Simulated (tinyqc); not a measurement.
Inside a calculation. Method: RHF in the sto-3g basis, for H2F+, spin multiplicity 1. One step of it, computed by the program tinyqc.

Question. Iteration 2: diagonalisation and new density. A level shift of 0.2 hartree raises the virtual space: F + shift (S - S D(s) S), with D(s) the density of one spin (D/2). Diagonalise F' = X^T F X, C = X C', fill 5 alpha and 5 beta electrons from the bottom; D = 2 C_occ C_occ^T. Each column has its largest component positive (the first on a tie).

Fock matrix F (hartree):
```
             1F 1s      1F 2s     1F 2px     1F 2py     1F 2pz      2H 1s      3H 1s
1F 1s   -25.941222  -6.652534  -0.003965   0.000421  -0.021552  -0.944815  -0.948261
1F 2s    -6.652534  -3.285457   0.001368  -0.011811  -0.138745  -0.964273  -0.967736
1F 2px   -0.003965   0.001368  -0.646669  -0.015658   0.017004   0.027277  -0.066402
1F 2py    0.000421  -0.011811  -0.015658  -0.781256  -0.009829  -0.380640   0.391782
1F 2pz   -0.021552  -0.138745   0.017004  -0.009829  -0.706186  -0.335004  -0.344903
2H 1s    -0.944815  -0.964273   0.027277  -0.380640  -0.335004  -0.656016  -0.312848
3H 1s    -0.948261  -0.967736  -0.066402   0.391782  -0.344903  -0.312848  -0.654377
```

X:
```
            1F 1s      1F 2s    1F 2px     1F 2py     1F 2pz      2H 1s      3H 1s
1F 1s    1.023533  -0.134382  0.000000   0.000000  -0.005129   0.016545   0.016545
1F 2s   -0.134382   1.124395  0.000000   0.000000   0.047977  -0.188081  -0.188081
1F 2px   0.000000   0.000000  1.000000   0.000000   0.000000   0.000000   0.000000
1F 2py   0.000000   0.000000  0.000000   1.054594   0.000000  -0.149173   0.149173
1F 2pz  -0.005129   0.047977  0.000000   0.000000   1.022518  -0.088624  -0.088624
2H 1s    0.016545  -0.188081  0.000000  -0.149173  -0.088624   1.096334  -0.066535
3H 1s    0.016545  -0.188081  0.000000   0.149173  -0.088624  -0.066535   1.096334
```

D after iteration 1:
```
            1F 1s      1F 2s     1F 2px     1F 2py     1F 2pz      2H 1s      3H 1s
1F 1s    2.105979  -0.442636   0.018767  -0.006076   0.047962  -0.059786  -0.043399
1F 2s   -0.442636   1.888010  -0.115862   0.055168  -0.216239   0.129138   0.128744
1F 2px   0.018767  -0.115862   1.901922   0.162607  -0.078924  -0.203809   0.457466
1F 2py  -0.006076   0.055168   0.162607   2.016424   0.051582  -0.085472  -0.014705
1F 2pz   0.047962  -0.216239  -0.078924   0.051582   1.833779   0.144767   0.224426
2H 1s   -0.059786   0.129138  -0.203809  -0.085472   0.144767   0.045012  -0.014709
3H 1s   -0.043399   0.128744   0.457466  -0.014705   0.224426  -0.014709   0.163483
```

overlap S:
```
           1F 1s     1F 2s    1F 2px     1F 2py    1F 2pz     2H 1s      3H 1s
1F 1s   1.000000  0.237990  0.000000   0.000000  0.000000  0.033347   0.033347
1F 2s   0.237990  1.000000  0.000000   0.000000  0.000000  0.346347   0.346347
1F 2px  0.000000  0.000000  1.000000   0.000000  0.000000  0.000000   0.000000
1F 2py  0.000000  0.000000  0.000000   1.000000  0.000000  0.236822  -0.236822
1F 2pz  0.000000  0.000000  0.000000   0.000000  1.000000  0.166444   0.166444
2H 1s   0.033347  0.346347  0.000000   0.236822  0.166444  1.000000   0.171893
3H 1s   0.033347  0.346347  0.000000  -0.236822  0.166444  0.171893   1.000000
```

Give: F' = X^T F X; orbital energies; coefficients C; D after iteration 2.

Answer.

F' = X^T F X (hartree):
```
          1        2        3        4        5        6        7
1  -25.4613  -3.4254  -0.0056   0.0021  -0.0375  -0.0912  -0.0955
2   -3.4254  -1.9395   0.0167  -0.0205  -0.0015  -0.4504  -0.4610
3   -0.0056   0.0167  -0.6369  -0.0381   0.0265   0.0516  -0.1169
4    0.0021  -0.0205  -0.0381  -0.6349  -0.0168  -0.3173   0.3460
5   -0.0375  -0.0015   0.0265  -0.0168  -0.6216  -0.2562  -0.2787
6   -0.0912  -0.4504   0.0516  -0.3173  -0.2562  -0.1405  -0.0982
7   -0.0955  -0.4610  -0.1169   0.3460  -0.2787  -0.0982  -0.1440
```

orbital energies (hartree): MO1 -25.9520, MO2 -1.7311, MO3 -0.8970, MO4 -0.7574, MO5 -0.6547, MO6 0.1681, MO7 0.2453

coefficients C:
```
            MO1      MO2      MO3      MO4      MO5      MO6      MO7
1F 1s    0.9944  -0.2455  -0.0028   0.0768   0.0088   0.0963   0.0436
1F 2s    0.0238   0.9192   0.0183  -0.3601  -0.0485  -0.5604  -0.2518
1F 2px   0.0001   0.0003  -0.1031  -0.0315   0.9826   0.0002  -0.1510
1F 2py   0.0001   0.0115   0.8085   0.0239   0.1824  -0.2688   0.6298
1F 2pz   0.0023   0.1316  -0.0079   0.8710  -0.0082  -0.4844  -0.2298
2H 1s   -0.0042   0.1118   0.2487   0.2037  -0.0326   0.9880  -0.4231
3H 1s   -0.0039   0.1192  -0.2994   0.2067   0.1290   0.3261   1.0013
```

D after iteration 2:
```
          1F 1s    1F 2s   1F 2px   1F 2py   1F 2pz    2H 1s    3H 1s
1F 1s    2.1102  -0.4604   0.0131  -0.0031   0.0735  -0.0339  -0.0307
1F 2s   -0.4604   1.9558  -0.0758   0.0159  -0.3846   0.0710   0.0465
1F 2px   0.0131  -0.0758   1.9544   0.1903  -0.0692  -0.1281   0.3022
1F 2py  -0.0031   0.0159   0.1903   1.3754   0.0290   0.4026  -0.4244
1F 2pz   0.0735  -0.3846  -0.0692   0.0290   1.5522   0.3809   0.3941
2H 1s   -0.0339   0.0710  -0.1281   0.4026   0.3809   0.2339  -0.0464
3H 1s   -0.0307   0.0465   0.3022  -0.4244   0.3941  -0.0464   0.3264
```
